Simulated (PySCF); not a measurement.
Compound: FH5Si2.
Numbering: `[F:1][SiH2:2][SiH3:3]`

Method: PySCF, delta-SCF UKS SCAN, pcX-2 on the ionised atom, pcseg-1 elsewhere, spin-free X2C. Each binding energy is the total energy of the core-ionised species, with the hole localised on one atom, minus that of the ground state; both are solved self-consistently, so orbital relaxation is included.

Some binding energies are withheld.

```json
{"atom(s)": "F1", "bonded to": "Si", "level": "F 1s", "binding energy (eV)": "692.22"}
{"atom(s)": "Si2", "bonded to": "F, 2 H and Si", "level": "Si 1s", "binding energy (eV)": "?"}
{"atom(s)": "Si3", "bonded to": "3 H and Si", "level": "Si 1s", "binding energy (eV)": "?"}
{"atom(s)": "Si2", "bonded to": "F, 2 H and Si", "level": "Si 2p3/2", "binding energy (eV)": "107.90"}
{"atom(s)": "Si3", "bonded to": "3 H and Si", "level": "Si 2p3/2", "binding energy (eV)": "106.93"}
```

**Question.** Fill in Si 1s for Si3.

**Answer.** 1846.58 eV (SiH3 silicon).

**Question.** What is the Si 1s binding energy of Si2?

**Answer.** 1847.76 eV (fluorine-bound silicon).

The listed Si 1s values span 1.18 eV, from Si3 (bonded to 3 H and Si) to Si2 (bonded to F, 2 H and Si). Summing the Pauling electronegativity differences to the bonded atoms, each weighted by its formal bond order, gives +0.90 for the lowest site and +2.68 for the highest.

**Question.** What is the longest wavelength that can ionise Si 2p3/2 of Si3 vertically?

**Answer.** λ = hc/E = 12398.42 eV Å / 106.93 eV = 115.949 Å.

The 2p values aren't plain energy differences: one relaxed spin-free 2p hole is combined with a matrix within the shell (ground-state 2p orbital-energy differences and spin–orbit coupling). 2p3/2, the mean of its two sublevels, lies a third of the splitting below the shell's mean and 2p1/2 two thirds above it; the statistical areas are 2:1. 2p1/2 minus 2p3/2 (ligand field included): Si 0.63 eV. Geometry: PBE0-D3(BJ)/def2-SVP; no solvent, vibrations or thermal averaging.
